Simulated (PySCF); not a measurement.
**Static response to an electric field**

N-vinylformamide, C3H5NO.
SMILES with atom numbers: `[CH2:1]=[CH:2][NH:3][CH:4]=[O:5]` (hydrogens: H6, H7 on C1; H8 on C2; H9 on N3; H10 on C4)

Cartesian coordinates in Å at the GFN2-xTB level; atoms count from 1:
```xyz
10
C3H5NO angstrom
C     -1.788    0.177   -0.289
C     -0.603    0.197    0.299
N      0.574   -0.197   -0.324
C      1.784   -0.174    0.290
O      1.987    0.180    1.421
H     -1.915   -0.151   -1.307
H     -2.671    0.492    0.233
H     -0.452    0.522    1.318
H      0.504   -0.513   -1.281
H      2.589   -0.528   -0.383
```

Level: CAM-B3LYP/def2-SVPD (PySCF), static field, nuclei fixed, core orbitals frozen in the response. The polarisability tensor in these axes (au):

```
x   73.12 -2.85  9.88
y   -2.85 34.43  3.92
z    9.88  3.92 48.58
```

What are the eigenvalues, a third of the trace, and Δα (Δα² = ½Σ(αi − αj)² over the three pairs)?

Principal values 32.66, 46.82 and 76.65 au; mean 52.04 au = 7.71 Å³ = 8.58 × 10⁻⁴⁰ C²·m²/J; Δα = 38.89 au (75 % of the mean).

What is the dipole moment, and where does it point?

(-1.23, -0.93, -3.28) D, 3.62 D in size, pointing from the negative to the positive side. Measured along this direction, the outermost atoms are O5 at the negative end and H6 at the positive end.

What depolarisation ratio follows for Rayleigh scattering of linearly polarised light, taking the static tensor?

ρ = 3Δα²/(45ᾱ² + 4Δα²) = 4537.8/(121877 + 6050.4) = 0.0355.

Estimate the molar refractivity from the static electronic polarisability.

Lorentz–Lorenz: R = (4π/3)N_A α = 2.5225 cm³/(mol·Å³) × 7.71 Å³ = 19.5 cm³/mol, in the limit of long wavelengths.

Find the Langevin capture rate constant for NH4+ (18.034 u) meeting this molecule (71.037 u), k = 2.342 × 10⁻⁹ cm³/s × √(α in Å³ / reduced mass in u).

The reduced mass is 14.38 u, so k = 1.71 × 10⁻⁹ cm³/s. The formula leaves out the permanent dipole, which adds to the capture rate.

One conformer (not necessarily the lowest) at the GFN2-xTB geometry, without solvent, vibrations or thermal averaging.
